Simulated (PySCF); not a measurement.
# One shape, several levels: HOCN (SMILES N#CO)

Aim: a comparison of 6 runs (CAM-B3LYP/cc-pVTZ, PBE/cc-pVTZ, revPBE/cc-pVTZ, wB97M-V/cc-pVTZ, SCS-MP2/cc-pVTZ, CCSD(T)/cc-pVTZ) of HOCN. Input form: a Python script.

The calculation is run with PySCF 2.14.0.

2 further runs of the same task are left out: 2 set aside as unsound or not needed.

### Step 1. The system as given

HOCN has 4 atoms, charge 0, and is taken as a singlet. SMILES: `N#CO`. Geometry: relaxed at PBE0-D4/def2-TZVP.

Bond lengths: N1–C2 1.153 Å, C2–O3 1.290 Å, O3–H4 0.966 Å. Angles: N1–C2–O3 176.9°, C2–O3–H4 110.5°.

### Step 2. A single-point energy at CAM-B3LYP/cc-pVTZ (run 1)

Contents of input.py:

```python
from pyscf import gto, dft

mol = gto.M(
    atom='''
N     -2.537940    -0.308517     1.671330
C     -0.816173     0.137137     0.413604
O      1.054977     0.753717    -1.022587
H      2.299116    -0.582338    -1.062347
''',
    spin=0,
    verbose=3,
    basis='cc-pvtz',
    max_memory=1860,
    unit='bohr',
)

calc0 = dft.RKS(mol, xc='cam-b3lyp')
calc0.conv_tol = 1e-10
calc0.grids.level = 5
calc0.kernel()
if not calc0.converged:
    calc0 = calc0.newton().run(calc0.mo_coeff, calc0.mo_occ)

energy = calc0.e_tot
print(f'total energy: {energy:.8f} hartree')
```

Launch:

```
OMP_NUM_THREADS=1 python input.py
```

The program printed:

```text
converged SCF energy = -168.637590471284
total energy: -168.63759047 hartree
```

Wall time 20 s (1 thread of Arm Neoverse V1, shared host); peak memory 0.51 GiB.

### Step 3. A single-point energy at PBE/cc-pVTZ (run 2)

Contents of input.py:

```python
from pyscf import gto, dft

mol = gto.Mole()
mol.atom = [
    ('N', (-1.343020, -0.163260, 0.884430)),
    ('C', (-0.431900, 0.072570, 0.218870)),
    ('O', (0.558270, 0.398850, -0.541130)),
    ('H', (1.216640, -0.308160, -0.562170)),
]
mol.basis = 'cc-pvtz'
mol.verbose = 4
mol.max_memory = 1860
mol.spin = 0
mol.charge = 0
mol.build()

ks = dft.RKS(mol, xc='pbe')
ks.conv_tol = 1e-10
ks.grids.level = 5
ks.kernel()
if not ks.converged:
    ks = ks.newton().run(ks.mo_coeff, ks.mo_occ)

energy = ks.e_tot
print('Final energy', energy)
```

Launch:

```
OMP_NUM_THREADS=1 python input.py
```

The program printed:

```text
PySCF version 2.14.0

[INPUT] num. atoms = 4
[INPUT] num. electrons = 22
[INPUT] charge = 0
[INPUT] spin (= nelec alpha-beta = 2S) = 0
[INPUT] symmetry False subgroup None
[INPUT] Mole.unit = angstrom
[INPUT] Symbol           X                Y                Z      unit          X                Y                Z       unit  Magmom
[INPUT]  1 N     -1.343020000000  -0.163260000000   0.884430000000 AA   -2.537939979813  -0.308516687096   1.671330476349 Bohr   0.0
[INPUT]  2 C     -0.431900000000   0.072570000000   0.218870000000 AA   -0.816172713200   0.137137424860   0.413604356884 Bohr   0.0
[INPUT]  3 O      0.558270000000   0.398850000000  -0.541130000000 AA    1.054977403561   0.753717264783  -1.022587497786 Bohr   0.0
[INPUT]  4 H      1.216640000000  -0.308160000000  -0.562170000000 AA    2.299116392191  -0.582338002546  -1.062347335447 Bohr   0.0

nuclear repulsion = 58.4476714045929
number of shells = 33
number of NR pGTOs = 142
number of NR cGTOs = 104
basis = cc-pvtz
ecp = {}

******** <class 'pyscf.dft.rks.RKS'> ********
method = RKS
initial guess = minao
damping factor = 0
level_shift factor = 0
DIIS = <class 'pyscf.scf.diis.CDIIS'>
diis_start_cycle = 1
diis_space = 8
diis_damp = 0
SCF conv_tol = 1e-10
SCF conv_tol_grad = None
SCF max_cycles = 50
direct_scf = True
direct_scf_tol = 1e-13
XC library pyscf.dft.libxc version 7.0.0
    S. Lehtola, C. Steigemann, M. J.T. Oliveira, and M. A.L. Marques.,  SoftwareX 7, 1–5 (2018)
XC functionals = pbe
    J. P. Perdew, K. Burke, and M. Ernzerhof.,  Phys. Rev. Lett. 77, 3865 (1996)
    J. P. Perdew, K. Burke, and M. Ernzerhof.,  Phys. Rev. Lett. 78, 1396 (1997)
    J. P. Perdew, K. Burke, and M. Ernzerhof.,  Phys. Rev. Lett. 77, 3865 (1996)
    J. P. Perdew, K. Burke, and M. Ernzerhof.,  Phys. Rev. Lett. 78, 1396 (1997)
radial grids:
    Treutler-Ahlrichs [JCP 102, 346 (1995); DOI:10.1063/1.469408] (M4) radial grids

becke partition: Becke, JCP 88, 2547 (1988); DOI:10.1063/1.454033
pruning grids: <function nwchem_prune>
grids dens level: 5
symmetrized grids: False
atomic radii adjust function: <function treutler_atomic_radii_adjust>
small_rho_cutoff = 0
Set gradient conv threshold to 1e-05
Initial guess from minao.
tot grids = 151616
init E= -168.934829516195
  HOMO = -0.342766058087065  LUMO = -0.0326759787428868  gap/eV = 8.43798
cycle= 1 E= -168.424121140589  delta_E= 0.511  |g|= 0.699  |ddm|= 1.69
  HOMO = -0.188866767329642  LUMO = -0.0464543183603752  gap/eV = 3.87524
cycle= 2 E= -167.994487897332  delta_E= 0.43  |g|= 1.55  |ddm|= 1.25
  HOMO = -0.260003844856453  LUMO = -0.0307865431359868  gap/eV = 6.23732
cycle= 3 E= -168.477171371521  delta_E= -0.483  |g|= 0.463  |ddm|= 1.02
  HOMO = -0.270297872209468  LUMO = -0.0444686669517953  gap/eV = 6.14513
cycle= 4 E= -168.519017613127  delta_E= -0.0418  |g|= 0.0856  |ddm|= 0.245
  HOMO = -0.278042782194559  LUMO = -0.0430533626507383  gap/eV = 6.39439
cycle= 5 E= -168.520227726636  delta_E= -0.00121  |g|= 0.0296  |ddm|= 0.0607
  HOMO = -0.274036971552384  LUMO = -0.0427944454520244  gap/eV = 6.29243
cycle= 6 E= -168.520421911652  delta_E= -0.000194  |g|= 0.00275  |ddm|= 0.0202
  HOMO = -0.27414373806516  LUMO = -0.0428203765419113  gap/eV = 6.29463
cycle= 7 E= -168.520423123082  delta_E= -1.21e-06  |g|= 0.000568  |ddm|= 0.00142
  HOMO = -0.274119385079572  LUMO = -0.042845427919163  gap/eV = 6.29328
cycle= 8 E= -168.52042319689  delta_E= -7.38e-08  |g|= 0.000107  |ddm|= 0.000422
  HOMO = -0.274114754615926  LUMO = -0.0428389470343653  gap/eV = 6.29334
cycle= 9 E= -168.520423199402  delta_E= -2.51e-09  |g|= 2.14e-05  |ddm|= 7.29e-05
  HOMO = -0.274115513076495  LUMO = -0.0428390372463152  gap/eV = 6.29335
cycle= 10 E= -168.520423199512  delta_E= -1.1e-10  |g|= 2.1e-06  |ddm|= 1.52e-05
  HOMO = -0.27411538266513  LUMO = -0.0428389603066304  gap/eV = 6.29335
cycle= 11 E= -168.520423199511  delta_E= 8.53e-13  |g|= 3.52e-07  |ddm|= 1.64e-06
  HOMO = -0.274115337003236  LUMO = -0.0428389839542813  gap/eV = 6.29335
Extra cycle  E= -168.520423199511  delta_E= -8.53e-14  |g|= 1.2e-06  |ddm|= 7.49e-07
converged SCF energy = -168.520423199511
Final energy -168.52042319951138
```

It took 13 s on 1 thread of Arm Neoverse V1, shared host; peak memory 0.51 GiB.

Runs 3 to 4 aren't shown in full; the table further down has their settings and results.

### Step 4. The energy at SCS-MP2/cc-pVTZ (run 5)

Contents of geometry.xyz:

```xyz
4
CHNO
N     -1.343020    -0.163260     0.884430
C     -0.431900     0.072570     0.218870
O      0.558270     0.398850    -0.541130
H      1.216640    -0.308160    -0.562170
```

Contents of run.py:

```python
from pyscf import gto, scf, mp

mol = gto.M(
    atom='geometry.xyz',
    verbose=3,
    basis='cc-pvtz',
    max_memory=1860,
    spin=0,
)

myscf = scf.RHF(mol)
myscf.conv_tol = 1e-10
myscf.kernel()
if not myscf.converged:
    myscf = myscf.newton().run(myscf.mo_coeff, myscf.mo_occ)

pt = mp.MP2(myscf, frozen=3).run()
energy = myscf.e_tot + 1.2 * pt.e_corr_os + pt.e_corr_ss / 3
print('E(%s) = %.9f' % ('SCS-MP2', energy))
```

Launch:

```
OMP_NUM_THREADS=1 python run.py
```

The program printed:

```text
converged SCF energy = -167.790923754157
E(RMP2) = -168.366538539505  E_corr = -0.575614785347873
E(SCS-RMP2) = -168.352528873287  E_corr = -0.56160511913002
E(SCS-MP2) = -168.352528873
```

Run time: 2.9 s. Hardware: 1 thread of Arm Neoverse V1, shared host; peak memory 0.26 GiB.

### Step 5. A single-point energy at CCSD(T)/cc-pVTZ (run 6)

Contents of job.py:

```python
from pyscf import gto, scf, cc

mol = gto.Mole()
mol.atom = [
    ('N', (-1.343020, -0.163260, 0.884430)),
    ('C', (-0.431900, 0.072570, 0.218870)),
    ('O', (0.558270, 0.398850, -0.541130)),
    ('H', (1.216640, -0.308160, -0.562170)),
]
mol.max_memory = 1860
mol.charge = 0
mol.basis = 'cc-pvtz'
mol.verbose = 4
mol.spin = 0
mol.build()

mf = scf.RHF(mol)
mf.conv_tol = 1e-10
mf.kernel()
if not mf.converged:
    mf = mf.newton().run(mf.mo_coeff, mf.mo_occ)

mycc = cc.CCSD(mf, frozen=3)
mycc.kernel()
e_t = mycc.ccsd_t()
etot = mycc.e_tot + e_t
print(f'total energy: {etot:.8f} hartree')
```

Launch:

```
OMP_NUM_THREADS=1 python job.py
```

The program printed:

```text
PySCF version 2.14.0

[INPUT] num. atoms = 4
[INPUT] num. electrons = 22
[INPUT] charge = 0
[INPUT] spin (= nelec alpha-beta = 2S) = 0
[INPUT] symmetry False subgroup None
[INPUT] Mole.unit = angstrom
[INPUT] Symbol           X                Y                Z      unit          X                Y                Z       unit  Magmom
[INPUT]  1 N     -1.343020000000  -0.163260000000   0.884430000000 AA   -2.537939979813  -0.308516687096   1.671330476349 Bohr   0.0
[INPUT]  2 C     -0.431900000000   0.072570000000   0.218870000000 AA   -0.816172713200   0.137137424860   0.413604356884 Bohr   0.0
[INPUT]  3 O      0.558270000000   0.398850000000  -0.541130000000 AA    1.054977403561   0.753717264783  -1.022587497786 Bohr   0.0
[INPUT]  4 H      1.216640000000  -0.308160000000  -0.562170000000 AA    2.299116392191  -0.582338002546  -1.062347335447 Bohr   0.0

nuclear repulsion = 58.4476714045929
number of shells = 33
number of NR pGTOs = 142
number of NR cGTOs = 104
basis = cc-pvtz
ecp = {}

[... 43 lines left out ...]
converged SCF energy = -167.790923754157
[... 12 lines left out ...]
Init t2, MP2 energy = -168.366538509739  E_corr(MP2) -0.575614755582243
[... 13 lines left out ...]
CCSD converged
[... 2 lines left out ...]
total energy: -168.39427646 hartree
```

It took 44 s on 1 thread of Arm Neoverse V1, shared host; peak memory 0.72 GiB.

### Step 6. The series

```tsv
run	level	nlc grid	integration grid	energy (Eh)	dipole moment (D) of the reference	HOMO energy (eV)	LUMO energy (eV)	wall time
1	CAM-B3LYP/cc-pVTZ	–	5	-168.637590	4.00	-10.40	0.55	20 s
2	PBE/cc-pVTZ	–	5	-168.520423	3.96	-7.46	-1.17	13 s
3	revPBE/cc-pVTZ	–	5	-168.660474	3.94	-7.38	-1.13	15 s
4	wB97M-V/cc-pVTZ	1	5	-168.656798	3.97	-11.27	1.33	53 s
5	SCS-MP2/cc-pVTZ	–	–	-168.352529	4.12	-12.41	2.59	2.9 s
6	CCSD(T)/cc-pVTZ	–	–	-168.394276	4.12	-12.41	2.59	44 s
```

### Step 7. Outcome

```
                                          quantity          value
                               run 6: total energy  -168.39428 Eh
       run 6: dipole moment (Hartree–Fock density)         4.12 D
        run 6: HOMO energy (Hartree–Fock orbitals)      -12.41 eV
        run 6: LUMO energy (Hartree–Fock orbitals)        2.59 eV
      run 6: HOMO–LUMO gap (Hartree–Fock orbitals)       15.01 eV
run 6: correlation energy (3 core orbitals frozen)     -603.4 mEh
                             run 6: (T) correction     -26.88 mEh
                              run 6: T1 diagnostic          0.014
```

In words: Over runs 1, 2, 3, 4 the dipole moment (its size) runs from 3.94 D (revPBE/cc-pVTZ) to 4.00 D (CAM-B3LYP/cc-pVTZ). Over runs 1, 2, 3, 4 the HOMO–LUMO gap runs from 6.26 eV (revPBE/cc-pVTZ) to 12.60 eV (wB97M-V/cc-pVTZ). Totals of different functionals can't be ranked against each other. All runs together took 2.5 min, the longest 53 s.
